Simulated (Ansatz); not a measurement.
This script makes the interaction energy of a dimer with the counterpoise correction of C₂H₂S, SMILES C=C=S with Ansatz's Python interface.

`dimer_c2h2s.py`:
```python
"""Binding of a C2H2S dimer at a trial geometry."""

import logging
import sys

import ansatz as az

logging.basicConfig(stream=sys.stdout, format="%(name)s: %(message)s")
logger = logging.getLogger("run")
logger.setLevel(logging.INFO)

FIRST = [
    ("C", (0.6209, -0.3063, 0.1283)),
    ("C", (-0.5935, 0.2674, -0.1043)),
    ("S", (-2.2321, 1.0081, -0.4219)),
    ("H", (1.4926, 0.0004, -0.5146)),
    ("H", (0.7121, -0.9697, 0.9126)),
]
SECOND = [
    ("C", (0.5035, 3.2551, -1.6168)),
    ("C", (1.5677, 2.6839, -2.2488)),
    ("S", (2.9842, 1.9318, -3.1218)),
    ("H", (-0.2521, 2.5832, -1.122)),
    ("H", (0.4475, 4.284, -1.5748)),
]

def energy(atoms, ghosts=()):
    molecule = az.Crystal.molecule()
    for symbol, xyz in atoms:
        molecule = molecule.atom(symbol, xyz)
    calc = (
        molecule.calculation()
        .basis(gaussian="def2-SVP")
        .functional("r2SCAN", dispersion="d4")
    )
    deck = calc.input()
    if ghosts:
        deck = deck.set(az.key.basis.gaussian.ghost_atoms, [{"symbol": s, "position_ang": list(xyz)} for s, xyz in ghosts])
    return az.Session.from_dict(deck).plan().execute().report["free_energy_ev"]


def main() -> None:
    # ghost atoms carry the functions of the partner
    both = energy(FIRST + SECOND)
    alone = energy(FIRST) + energy(SECOND)
    ghosted = energy(FIRST, SECOND) + energy(SECOND, FIRST)
    logger.info(f"dimer {both:.6f} eV")
    logger.info(f"interaction, uncorrected   {96.485332 * (both - alone):8.3f} kJ/mol")
    logger.info(f"interaction, counterpoise  {96.485332 * (both - ghosted):8.3f} kJ/mol")
    logger.info(f"basis-set superposition    {96.485332 * (alone - ghosted):8.3f} kJ/mol")


if __name__ == "__main__":
    main()
```

How large is the interaction at this pose, and how much of it is basis-set superposition?

Uncorrected it is -11.489 kJ/mol, with the counterpoise correction -7.912 kJ/mol; the difference, 3.58 kJ/mol, is the superposition error.

The run itself:

Output of `python dimer_c2h2s.py`:
```text
run: dimer -25864.572066 eV
run: interaction, uncorrected    -11.489 kJ/mol
run: interaction, counterpoise    -7.912 kJ/mol
run: basis-set superposition       3.577 kJ/mol
```

Total energies depend on the basis set; only differences at equal settings carry meaning. The dimer is a generated trial pose of unrelaxed monomers, not a minimum, so the figure is no binding energy, and the basis set is small. Finished in 9.2 s on 1 thread of Intel(R) Xeon(R) Processor @ 2.30GHz (shared host), peak memory 0.26 GiB.
